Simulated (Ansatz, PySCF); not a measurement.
Molecule (SMILES): C(F)=C.
Geometry (B3LYP-D3(BJ)/def2-TZVP, fixed):
```xyz
6

C      0.0048     0.4339    -0.0020
C      1.1838    -0.1536     0.0049
F     -1.1460    -0.2672    -0.0028
H     -0.1758     1.5010    -0.0077
H      1.2800    -1.2303     0.0104
H      2.0778     0.4520     0.0052
```

Near-linear dependence at PBE0/6-311++G(2d,2p) with PySCF (spherical functions, density fitting): canonical orthogonalisation drops combinations whose overlap eigenvalue lies under the threshold. The set has 111 functions.

```csv
threshold,orbitals kept,energy minus last row (mEh)
1e-3,…,…
1e-4,…,…
1e-5,…,…
1e-6,111,0.000
1e-7,111,0.000
1e-9,111,0.000
```

Complete the blanks.


- 1e-3, orbitals kept: 108
- 1e-3, energy minus last row (mEh): 0.183
- 1e-4, orbitals kept: 111
- 1e-4, energy minus last row (mEh): 0.000
- 1e-5, orbitals kept: 111
- 1e-5, energy minus last row (mEh): 0.000

The smallest overlap eigenvalue is 1.1e-04. Ansatz (a quantum-chemistry and plane-wave program) at its default drops 0 functions.
